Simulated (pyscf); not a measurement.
## Four-centre exchange: O=Cr(=O)(Cl)–Cl (SMILES [O]=[Cr](=[O])([Cl])[Cl]) + H₂O (SMILES O) → O=Cr(=O)(OH)–Cl (SMILES [O]=[Cr](=[O])([OH])[Cl]) + HCl (SMILES Cl)

Gas phase, singlet surface, charge 0. Bonds broken: Cr2–Cl4, O6–H7. Bonds formed: Cr2–O6, Cl4–H7. PySCF, gas phase, ωB97X-D3(BJ)/def2-SVP geometries.

Transition state (Å):

```xyz
8

O      0.0774     0.3016     0.9001
Cr    -0.8754    -0.3172    -0.0985
O     -0.3550    -1.7204    -0.3830
Cl    -1.9916     2.0391    -0.5887
Cl    -2.7146    -0.7677     0.9051
O     -0.5129     0.3331    -1.8351
H     -1.0738     1.4208    -1.5875
H      0.3391     0.1528    -2.2571
```

One imaginary mode, 886i cm⁻¹; descent along it reached the two sides named.

| bond | change | reactant side (Å) | saddle | product side |
|---|---|---|---|---|
| Cr2–Cl4 | breaks | 2.205 | 2.7 | 3.6 |
| O6–H7 | breaks | 0.971 | 1.249 | 2.055 |
| Cr2–O6 | forms | 2.306 | 1.889 | 1.733 |
| Cl4–H7 | forms | 2.369 | 1.491 | 1.288 |

Electronic energies relative to the separated reactants (eV):

```tsv
level	barrier	reaction energy	reverse barrier
ωB97X-D3(BJ)/def2-TZVP	0.87	+0.26	0.61
PBE/def2-TZVP	0.75	+0.19	0.56
r²SCAN/def2-TZVP	0.74	+0.18	0.55
B3LYP-D3(BJ)/def2-TZVP	0.86	+0.23	0.64
PBE0-D3(BJ)/def2-TZVP	0.82	+0.24	0.58
M06-2X/def2-TZVP	0.87	+0.23	0.64
ωB97M-D3(BJ)/def2-TZVP	0.89	+0.18	0.71
HF/def2-TZVP	1.58	+0.17	1.41
```

With ωB97M-D3(BJ)/def2-TZVP energies and thermal terms (ideal gas, 1 atm, RRHO with modes under 100 cm⁻¹ raised to 100, one conformer, R ln 2 for chiral ones without a mode under 150 cm⁻¹), in eV:

| T (K) | ΔH‡ | ΔG‡ | ΔH | ΔG |
|---|---|---|---|---|
| 298 | 0.78 | 1.24 | +0.11 | +0.11 |
| 600 | 0.80 | 1.71 | +0.12 | +0.10 |
| 900 | 0.83 | 2.16 | +0.14 | +0.08 |
| 1200 | 0.87 | 2.60 | +0.16 | +0.05 |

This is the saddle that the search found; another between the same sides may lie lower.
